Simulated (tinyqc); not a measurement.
Inside a calculation. Method: G0W0 on RHF in the sto-3g basis, for H2F+, spin multiplicity 1. One step of it, computed by the program tinyqc.

Problem. G0W0 on Hartree-Fock: LUMO. W(p,q,m) = sqrt2 sum_ia (pq|ia) (X+Y)_ia,m; Sigma_c(x) = sum_(i,m) W^2/(x - e_i + w_m) + sum_(a,m) W^2/(x - e_a - w_m); solve x = e_p + Sigma_c(x) by Newton steps; Z = 1/(1 - dSigma/dx); 1 hartree = 27.211386 eV.

orbital energies (hartree): MO1 -26.566461, MO2 -1.993113, MO3 -1.140432, MO4 -1.014133, MO5 -0.999197, MO6 -0.073889, MO7 0.119563

Two-electron integrals over orbitals (pq|rs), unique and non-zero (hartree):
```
(11|11) 5.362679    (21|11) -0.506884   (21|21) 0.075897    (22|11) 1.206652
(22|21) -0.020171   (22|22) 0.856023    (31|31) 0.016699    (32|31) 0.025024
(32|32) 0.154381    (33|11) 0.964599    (33|21) -0.008051   (33|22) 0.743146
(33|33) 0.714563    (41|11) 0.109317    (41|21) -0.014123   (41|22) 0.011220
(41|33) 0.004132    (41|41) 0.028146    (42|11) -0.082389   (42|21) 0.006628
(42|22) -0.002915   (42|33) -0.004735   (42|41) 0.032284    (42|42) 0.165787
(43|31) -0.002699   (43|32) 0.008706    (43|43) 0.045975    (44|11) 1.175780
(44|21) -0.014184   (44|22) 0.828207    (44|33) 0.705829    (44|41) -0.009815
(44|42) -0.083053   (44|44) 0.904572    (51|51) 0.029594    (52|51) 0.039314
(52|52) 0.183006    (53|53) 0.036981    (54|51) -0.007928   (54|52) -0.029004
(54|54) 0.053343    (55|11) 1.264013    (55|21) -0.014317   (55|22) 0.881745
(55|33) 0.732972    (55|41) 0.003109    (55|42) -0.045412   (55|44) 0.843387
(55|55) 0.997514    (61|11) 0.209602    (61|21) -0.032601   (61|22) 0.005714
(61|33) 0.002618    (61|41) -0.005106   (61|42) -0.017070   (61|44) 0.011436
(61|55) 0.005865    (61|61) 0.018907    (62|11) -0.278277   (62|21) 0.007758
(62|22) -0.137891   (62|33) -0.082093   (62|41) -0.015800   (62|42) -0.040554
(62|44) -0.108731   (62|55) -0.146577   (62|61) 0.002851    (62|62) 0.069181
(63|31) -0.003369   (63|32) 0.031107    (63|43) 0.019076    (63|63) 0.076455
(64|11) -0.247907   (64|21) 0.003122    (64|22) -0.134291   (64|33) -0.075946
(64|41) -0.007750   (64|42) -0.004581   (64|44) -0.141685   (64|55) -0.137106
(64|61) 0.001732    (64|62) 0.058210    (64|64) 0.065788    (65|51) -0.013680
(65|52) -0.052780   (65|54) -0.007746   (65|65) 0.024385    (66|11) 0.650275
(66|21) -0.005158   (66|22) 0.543269    (66|33) 0.536184    (66|41) 0.014152
(66|42) 0.062158    (66|44) 0.516915    (66|55) 0.523217    (66|61) -0.003601
(66|62) -0.040362   (66|64) -0.021650   (66|66) 0.528288    (71|31) 0.016953
(71|32) 0.024396    (71|43) -0.002821   (71|63) -0.003096   (71|71) 0.017227
(72|31) 0.017843    (72|32) 0.069842    (72|43) -0.018738   (72|63) -0.025149
(72|71) 0.017441    (72|72) 0.058752    (73|11) 0.434669    (73|21) -0.008356
(73|22) 0.219033    (73|33) 0.163709    (73|41) -0.000909   (73|42) -0.049472
(73|44) 0.212878    (73|55) 0.238565    (73|61) 0.004765    (73|62) -0.071835
(73|64) -0.079612   (73|66) 0.013924    (73|73) 0.163596    (74|31) -0.006368
(74|32) -0.048699   (74|43) 0.010707    (74|63) -0.041374   (74|71) -0.006503
(74|72) -0.011364   (74|74) 0.043642    (75|53) 0.025983    (75|75) 0.020778
(76|31) -0.009924   (76|32) -0.095849   (76|43) -0.046094   (76|63) -0.094364
(76|71) -0.010052   (76|72) 0.001606    (76|74) 0.055391    (76|76) 0.167582
(77|11) 0.802057    (77|21) -0.008090   (77|22) 0.610055    (77|33) 0.607365
(77|41) 0.002646    (77|42) 0.003081    (77|44) 0.591365    (77|55) 0.600867
(77|61) 0.002852    (77|62) -0.044852   (77|64) -0.031874   (77|66) 0.525177
(77|73) 0.079634    (77|77) 0.570789
```

excitation energies w (hartree): 0.972856  1.015496  1.133296  1.159573  1.286405  1.536766  2.089306  2.228706  26.530358  26.720465

X + Y:
```
            1          2         3         4          5          6          7          8
1>6  0.000000  -0.000385  0.000000  0.000000   0.000000  -0.000701  -0.000284   0.000000
1>7  0.000000   0.000000  0.000840  0.000000   0.000432   0.000000   0.000000  -0.002580
2>6  0.000000  -0.088276  0.000000  0.000000   0.000000   0.292168   0.923049   0.000000
2>7  0.000000   0.000000  0.058719  0.000000  -0.020083   0.000000   0.000000   0.972601
3>6  0.000000   0.000000  0.707472  0.000000  -0.621831   0.000000   0.000000  -0.029130
3>7  0.000000   0.248805  0.000000  0.000000   0.000000   0.855096  -0.187515   0.000000
4>6  0.000000   0.935887  0.000000  0.000000   0.000000  -0.156137   0.079854   0.000000
4>7  0.000000   0.000000  0.682988  0.000000   0.685605   0.000000   0.000000  -0.012796
5>6  0.975257   0.000000  0.000000  0.000000   0.000000   0.000000   0.000000   0.000000
5>7  0.000000   0.000000  0.000000  0.982244   0.000000   0.000000   0.000000   0.000000

            9         10
1>6  0.999288   0.000000
1>7  0.000000   0.999355
2>6  0.000031   0.000000
2>7  0.000000   0.000208
3>6  0.000000  -0.000019
3>7  0.000034   0.000000
4>6  0.000009   0.000000
4>7  0.000000  -0.000041
5>6  0.000000   0.000000
5>7  0.000000   0.000000
```

Give: The 12 largest terms at x = e_p; Newton steps; quasiparticle energy of the LUMO; Hartree-Fock value.

Solution.

The 12 largest terms at x = e_p (hartree; W for the signs of X + Y given):

| q | m | W | term |
|---|---|---|---|
| 7 | 5 | 0.1366 | -0.0126 |
| 3 | 5 | -0.1066 | 0.0048 |
| 4 | 7 | 0.1045 | 0.0036 |
| 2 | 7 | 0.1159 | 0.0034 |
| 4 | 6 | -0.0868 | 0.0030 |
| 6 | 7 | -0.0588 | -0.0017 |
| 2 | 6 | -0.0711 | 0.0015 |
| 4 | 2 | 0.0518 | 0.0014 |
| 7 | 3 | -0.0408 | -0.0013 |
| 2 | 2 | 0.0431 | 0.0006 |
| 5 | 1 | 0.0336 | 0.0006 |
| 3 | 3 | 0.0344 | 0.0005 |

Newton steps (hartree):

| step | x | Sigma_c(x) | Z |
|---|---|---|---|
| 0 | -0.0739 | 0.0040 | 0.9824 |
| 1 | -0.0700 | 0.0039 | 0.9823 |
| 2 | -0.0700 | 0.0039 | 0.9823 |

quasiparticle energy of the LUMO = -1.9047 eV

Hartree-Fock value = -2.0106 eV
